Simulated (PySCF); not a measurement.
Compound: C3H7FOS.
Atom-mapped SMILES: `[CH3:1][C@@H:2]([F:3])[S@@:4]([CH3:5])=[O:6]` (hydrogens: H7, H8, H9 on C1; H10 on C2; H11, H12, H13 on C5)

Geometry (PBE0-D3(BJ)/def2-SVP, Å), atoms numbered from 1 in this order:
```xyz
13
C3H7FOS angstrom
C     -1.4569    0.4121    0.2529
C     -0.7667   -0.6020   -0.6067
F     -0.4926   -0.1350   -1.8628
S      0.8448   -1.1761    0.1545
C      1.7505    0.3795   -0.0507
O      0.5448   -1.3321    1.6202
H     -1.4350    0.0569    1.2941
H     -2.5005    0.5465   -0.0663
H     -0.9477    1.3849    0.1959
H     -1.3505   -1.5341   -0.6940
H      1.7510    0.6636   -1.1118
H      2.7741    0.1868    0.2967
H      1.2860    1.1516    0.5778
```

Computed, not measured: TDDFT B3LYP/def2-SVPD, vertical, gas phase, core orbitals frozen in the response (PySCF).

Frontier orbitals with the atoms that hold most of them (Löwdin shares over 4%, at most four atoms; ? is withheld):

```
orbital  ε (eV)                           atoms
 LUMO+2    0.38  S4 39%, H10 15%, C2 12%, C1 8%
 LUMO+1    0.10  S4 34%, C5 14%, H13 8%, H12 7%
   LUMO   -0.03                               ?
   HOMO   -6.74    O6 52%, S4 28%, C2 6%, C5 6%
 HOMO-1   -7.73                               ?
 HOMO-2   -9.91  O6 23%, S4 17%, F3 14%, C2 14%
 HOMO-3  -10.23  O6 20%, S4 19%, C1 14%, F3 11%
```

(1) Which atoms hold the LUMO, and with what shares?

(2) Give the leading atoms of the HOMO-1.

(3) How does S1 compare with the orbital gap of 6.71 eV?

(4) Give energy, strength and leading configuration of S1, S2 and S4, and follow the Löwdin shares of the leading atoms from the occupied to the empty orbital.

Results:

(1) S4 (bonded to 2 C and O) 48%; C2 (bonded to C, F, S and H) 12%; O6 (bonded to S) 12%; C5 (bonded to S and 3 H) 6%. By element: sulfur 48%, carbon 19% or more, oxygen 12%.

(2) O6 (bonded to S) 62%; S4 (bonded to 2 C and O) 12%; C5 (bonded to S and 3 H) 9%; C2 (bonded to C, F, S and H) 8%. By element: oxygen 62%, carbon 17% or more, sulfur 12%.

(3) S1 is at 5.51 eV (f = 0.010), 1.20 eV below the gap, made of HOMO→LUMO (95%). Without the coupling terms of the response equations the lowest excitation would equal the gap.

(4) 
- S1 (5.51 eV, f 0.010), HOMO→LUMO (95%): O6 52% → 12%, S4 28% → 48%, C2 6% → 12%
- S2 (5.88 eV, f 0.041), HOMO→LUMO+1 (88%): O6 52% → at most 7%, S4 28% → 34%, C5 6% → 14%
- S4 (6.38 eV, f 0.0006), HOMO-1→LUMO (94%): O6 62% → 12%, S4 12% → 48%, C2 8% → 12%

One conformer stands for the species.
